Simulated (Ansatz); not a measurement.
Task: the energy of protonation at one site of C₂H₃S (charge -1), SMILES C=C[S-], with Ansatz's Python interface. Give the script and its output. Use (for the species named): Hartree-Fock, cc-pVDZ basis, multiplicity 1.

Input file `c2h3s.xyz`:
```text
6

C    -0.73550   -0.12540   -0.02970
C     0.56020    0.20710    0.02170
S     1.93460   -0.82330    0.08780
H    -1.03630   -1.16730   -0.03370
H    -1.50370    0.63560   -0.06820
H     0.78070    1.27330    0.02210
```

The script, `pa_c2h3s.py`:
```python
"""Adding a proton to C2H3S(-)."""

import ansatz as az
import numpy as np

mol = az.Crystal.molecule_from_extxyz("c2h3s.xyz")

model = (
    mol.calculation()
    .basis(gaussian="cc-pVDZ")
    .functional("hf")
    .charge(-1)
)
symbols = [site.symbol for site in mol.cartesian_sites]
start = np.array([site.position_ang for site in mol.cartesian_sites], dtype=float)
summary = model.relax(force_tolerance=0.01).run().report
end = np.array(summary["positions_ang"])

# start the new hydrogen opposite the existing bonds
away = sum((end[2] - end[j]) / np.linalg.norm(end[2] - end[j]) for j in [1]) + np.array([0.15, 0.1, -0.2])
proton = end[2] + 1.4 * away / np.linalg.norm(away)
acid = az.Crystal.molecule()
for symbol, place in zip(symbols, end):
    acid = acid.atom(symbol, place.tolist())
acid = acid.atom("H", proton.tolist())
protonated = acid.calculation().basis(gaussian="cc-pVDZ").functional("hf").relax(force_tolerance=0.01, max_steps=80)
after = protonated.run().report
xyz = np.array(after["positions_ang"])
reach = np.linalg.norm(xyz[:-1] - xyz[-1], axis=1)
print(f"base {summary['free_energy_ev']:.5f} eV, protonated {after['free_energy_ev']:.5f} eV")
print(f"the proton ends {reach.min():.3f} A from {symbols[reach.argmin()]}{reach.argmin()}")
print(f"electronic proton affinity {23.060548 * (summary['free_energy_ev'] - after['free_energy_ev']):.1f} kcal/mol")
```

Output of `python pa_c2h3s.py`:
```text
base -12925.36694 eV, protonated -12940.96423 eV
the proton ends 1.339 A from S2
electronic proton affinity 359.7 kcal/mol
```

Notes:
- Total energies depend on the basis set; only differences at equal settings carry meaning.
- The proton is put on one chosen atom, which needn't be the most basic site, so the molecule's proton affinity can be higher; the ends are stationary points, not checked by frequencies, and zero-point and thermal terms count only where printed.
- Hartree-Fock leaves correlation out, so bond, atomisation and ionisation energies come out well too low.
- Anions want diffuse functions, which this basis lacks.
- Run time: 13 s on 1 thread of AMD EPYC 9B14 (Zen 4), with other jobs on the host, peak memory 0.19 GiB.
